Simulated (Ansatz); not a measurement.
The input, for Ansatz 0.2.0:

```yaml
crystal:
  periodic: [false, false, false]
  atoms:
    - {symbol: S, position_ang: [0.000000, -0.039116, -0.009763]}
    - {symbol: H, position_ang: [0.000000, 1.318364, -0.009763]}
    - {symbol: H, position_ang: [0.000000, -0.036778, 1.850236]}
    - {symbol: H, position_ang: [0.000000, -0.037205, -1.529890]}
basis:
  gaussian: {orbitals: 6-31G}
total_charge: 1
magnetization: {spin_polarized: false, initial_magnetization: 2}
correlation: {method: fci, electrons: outside_noble_gas}
```

```sh
$ ansatz run in.yaml --threads 1 --pin off --events-out ev --progress --plain --max-ram 2393MiB
```

Log:

```
386 factors; integrals over basis functions are off by at most 8.1e-8 eV
mean field evaluation 1: about -10849.3676 eV, gradient 8.7e0 eV
mean field evaluation 2: about -10849.3730 eV, gradient 8.7e0 eV
mean field evaluation 4: about -10850.0442 eV, gradient 1.4e0 eV
mean field evaluation 8: about -10850.0962 eV, gradient 1.3e-2 eV
mean field -10850.09618249 eV, -398.7336802473 hartree, gradient 1.6e-6 eV, S^2 2.000000; 0 other end points of the search recorded, 0 dependent functions left out
mean field evaluation 16: about -10850.0231 eV, gradient 2.9e0 eV
5 core orbitals not correlated: weight in the atoms' cores, before any rotation towards them, 1.000 or more for the frozen orbitals, at most 0.000 for the correlated occupied ones
reference -10850.09618249 eV, -398.7336802473 hartree; 5, 3 occupied and 9, 11 virtual orbitals, 386 factors
state -10852.16693549 eV, -398.8097790161 hartree
Total energy: -10852.16693549 eV, -398.8097790161 hartree
```

Natural occupations: 1.9881 1.9643 1.9449 0.9998 0.9974 0.0551 0.0325 0.0054 0.0043 0.0028 0.0023 0.0018 0.0007 0.0004.

Ran on 1 thread of Arm Neoverse V1, shared host: 1.5 s wall, 0.11 GiB peak host memory.
